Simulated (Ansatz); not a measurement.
**SiHO (quartet): the correlation ladder at a displaced geometry (v2), cc-pVDZ**

One table from this session's results is given with a row withheld; the runs are named, their logs left out.

Computed with Ansatz 0.2.0, Gaussian basis. Level: cc-pVDZ, core rule «outside noble gas», up to 6 orbitals frozen.

The runs, in order: UHF; CCSD(T) on ROHF; CCSD(T) on UHF; BCCD(T) on ROHF; CISD; CCSDT(Q) on ROHF; CCSDT(Q) on UHF.

35 further runs of the same task are left out: 9 for a known fault of the program, 10 that didn't finish, 16 set aside as unsound or not needed.

## The geometry

The geometry is a PBE0/def2-TZVP stationary point (not a proven minimum) with its atoms shifted at random (size 0.100 Å).

3 atoms, charge 0, spin multiplicity 4.

Atoms are counted from 1 here; the program's logs count them from 0.

Bond lengths: Si1–O2 1.726 Å, Si1–H3 1.480 Å. Angles: O2–Si1–H3 115.2°.

Set-up of the first run:

Input file in.yaml:

```yaml
crystal:
  periodic: [false, false, false]
  atoms:
    - {symbol: Si, position_ang: [0.060472, -0.096873, 0.587957]}
    - {symbol: O, position_ang: [-0.104402, 0.097414, -1.118792]}
    - {symbol: H, position_ang: [-0.027782, 1.153012, 1.375994]}
basis:
  gaussian: {orbitals: cc-pVDZ}
magnetization: {spin_polarized: true, initial_magnetization: 3}
hamiltonian: {xc: hf}
output: {orbitals: {seedname: orbitals}}
```

Run with:

```sh
ansatz run in.yaml --threads 1 --pin off --events-out ev --progress --plain --max-ram 2393MiB
```

Among the steps run: UHF; CCSD(T) on ROHF; CCSD(T) on UHF; BCCD(T) on ROHF; CISD; CCSDT(Q) on ROHF; CCSDT(Q) on UHF.

One of the session's tables, all rows but one given; the rest of the session is left out.

```
   method  from UCCSDT(Q) (kJ/mol)
     ROHF                   +626.5
      UHF                   +611.1
     RMP2                    +88.0
     UMP2                    +87.5
     CISD                    +51.5
    RCCSD                    +17.0
    UCCSD                    +16.6
 RCCSD(T)                     +3.9
 UCCSD(T)                        ?
  BCCD(T)                     +3.9
   RCCSDT                     +1.3
   UCCSDT                     +1.2
RCCSDT(Q)                     +0.3
UCCSDT(Q)                        0
```

**Question.** Estimate the row for UCCSD(T).

The run gave: from UCCSDT(Q) (kJ/mol): +3.8. In the column «from UCCSDT(Q) (kJ/mol)» it lies between RCCSDT (+1.3) and RCCSD(T) (+3.9).

To keep in mind: Restricted and unrestricted rows rest on different reference determinants; where their highest levels disagree by more than a few hundredths of an eV, they describe different states and don't form one ladder.
